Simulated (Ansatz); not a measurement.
Geometry optimisation, RKS B3LYP-D4/6-31G* in Ansatz 0.2.0.

Input file:

```yaml
crystal:
  periodic: [false, false, false]
  atoms:
    - { symbol: B, position_ang: [0.0, 0.0, 0.0] }
    - { symbol: H, position_ang: [0.7533, 0.0, 1.1682] }
    - { symbol: F, position_ang: [1.5135, 0.0, 0.1406] }
    - { symbol: H, position_ang: [-1.0305, 0.0, -0.595] }
basis:
  gaussian: { orbitals: "6-31G*" }
hamiltonian:
  xc: b3lyp
  dispersion: d4
relax:
  f_tol: 0.15
  max_steps: 25
  restrain:
    - { distance: [1, 2], at: 0.92, k: 30.0 }
    - { distance: [0, 1], at: 2.39, k: 30.0 }
    - { distance: [0, 2], at: 2.52, k: 30.0 }
```

Launched with:

```bash
$ ansatz run input.yaml --threads 1 --pin off --max-ram 2048MiB --backend cpu --events-out ev --progress --plain --runs-dir out
```

Question: Where does it end, and by what steps?

Answer: The run converged. The restraints hold the end off the free minimum. After 9 steps the energy has risen by 0.351 eV (the restraints' own energy left out); B1 moved furthest, 0.87 Å. Parted: B1–F3 (1.52 → 2.52 Å). Joined: H2–F3 (1.28 → 0.93 Å).

```json
{"step": "0", "energy less start (eV)": "0.0000", "largest force component (eV/Å)": "6.445", "accepted": "yes"}
{"step": "1", "energy less start (eV)": "2.0336", "largest force component (eV/Å)": "8.761", "accepted": "yes"}
{"step": "2", "energy less start (eV)": "2.8767", "largest force component (eV/Å)": "9.243", "accepted": "yes"}
{"step": "3", "energy less start (eV)": "1.3457", "largest force component (eV/Å)": "5.786", "accepted": "yes"}
{"step": "4", "energy less start (eV)": "0.5757", "largest force component (eV/Å)": "0.951", "accepted": "yes"}
{"step": "5", "energy less start (eV)": "0.4300", "largest force component (eV/Å)": "0.372", "accepted": "yes"}
{"step": "6", "energy less start (eV)": "0.3755", "largest force component (eV/Å)": "0.741", "accepted": "yes"}
{"step": "7", "energy less start (eV)": "0.3725", "largest force component (eV/Å)": "0.858", "accepted": "yes"}
{"step": "8", "energy less start (eV)": "0.3530", "largest force component (eV/Å)": "0.468", "accepted": "yes"}
{"step": "9", "energy less start (eV)": "0.3514", "largest force component (eV/Å)": "0.407", "accepted": "yes"}
```

```xyz
4
Properties=species:S:1:pos:R:3
B -0.845 0.000 0.214
H 1.328 0.000 1.194
F 1.669 0.000 0.324
H -0.916 0.000 -1.018
```

Run time: 3.7 s on 1 thread of Intel(R) Xeon(R) 6975P-C (Granite Rapids) (shared host), peak memory 0.11 GiB.
